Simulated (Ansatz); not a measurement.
Program: Ansatz. Geometries: PBE0-D4/def2-TZVP. ΔE: electronic, gas phase. CCSD(T)/CBS is the MP2 limit (def2-TZVPP, def2-QZVPP) plus CCSD(T) − MP2 in def2-TZVPP, frozen cores. Functionals use def2-TZVPP. B3LYP here is the variant with VWN-RPA as its local correlation; programs differ in this. Each species was taken in one conformer, which may not be the lowest.

`N#CCCO` → `CC1(O)C=N1`  (isomerisation)

Question: Is it downhill or uphill in electronic energy at CCSD(T)/CBS, and by how much? (An estimate is asked.)

Answer: The calculation gave: Uphill: ΔE = +143.6 kJ/mol.

Question: What do these levels give: LDA (SPW92), B3LYP-D4, r2SCANh-D4, ωB97X-V, PBE, CCSD/CBS(def2)? (An estimate is asked.)

Answer: Ansatz gave: LDA (SPW92) 101.5, B3LYP-D4 145.4, r2SCANh-D4 129.2, ωB97X-V 132.4, PBE 122.9, CCSD/CBS(def2) 148.8 kJ/mol.

Largest T1 diagnostic among the species: 0.012.

In def2-TZVPP, CCSD(T) changes the Hartree–Fock value by −28.2 kJ/mol (the triples alone add −5.2 kJ/mol) and MP2 by −28.5 kJ/mol. Leaving LDA and LC-ωPBE aside and taking each functional with its dispersion term where it has one, the values, not all of them listed here, spread over 31.1 kJ/mol, from PBE-D4 to BHLYP-D4. LDA lies −21.4 kJ/mol from PBE without D4.
